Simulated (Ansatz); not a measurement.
**Other spins and charges of SiH$_{2}$, singlet at one geometry**

Geometry (PBE0/def2-TZVP stationary point for this spin, not checked as a minimum):

```yaml
atoms:
  - { symbol: Si, position_ang: [0.0000, -0.0715, 0.0000] }
  - { symbol: H, position_ang: [0.0000, 0.9958, -1.0900] }
  - { symbol: H, position_ang: [0.0000, 0.9958, 1.0900] }
```

Basis cc-pVDZ; Ansatz 0.2.0. Correlated methods freeze the noble-gas cores. Prefix R: restricted or restricted open-shell reference. Active spaces: valence = (6e, 6o) chosen from the atoms' valence shells.

Gaps are energies of the second state less the first, at fixed atoms, for a selection of the levels run; each method lands on the state that its own search finds for that charge and spin.

Removing an electron, to the doublet: 9.318 eV at full CI (singlet A1, doublet ion A1, in C2v).

```
                 level  gap (eV)  error (meV)
                  CISD     9.213         -105
                RCCSDT     9.315           -3
                CISDTQ     9.314           -4
             RCCSDT(Q)     9.317           -1
               RCCSDTQ     9.318            0
CASSCF (valence space)     8.707         -611
NEVPT2 (valence space)     9.098         -220
                  PBE0     9.350           32
               wB97M-V     9.427          109
               RPA-PBE     9.473          155
```

PBE gives 1.058 eV for triplet less singlet. Estimate what full CI gives in cc-pVDZ.

Full CI in cc-pVDZ gives 1.202 eV, so against it PBE is off by -0.144 eV.

```
                   level  gap (eV)  error (meV)
                     RHF     0.677         -525
                    RMP2     1.041         -161
                    CISD     1.118          -84
                  RCCSDT     1.199           -3
                  CISDTQ     1.198           -4
  MRCISD (valence space)     1.188          -14
MRCISD+Q (valence space)     1.190          -12
                   B3LYP     1.269           67
                 RPA-PBE     1.322          120
```

In so small a basis the reference is far from its limit while semilocal and hybrid functionals are nearer theirs (RPA and double hybrids share much of the reference's basis error), so the functionals' errors here hold much of the reference's basis and frozen-core error, which can add to them or hide them.

Full CI is exact within this basis and frozen core; it isn't the basis-set limit.
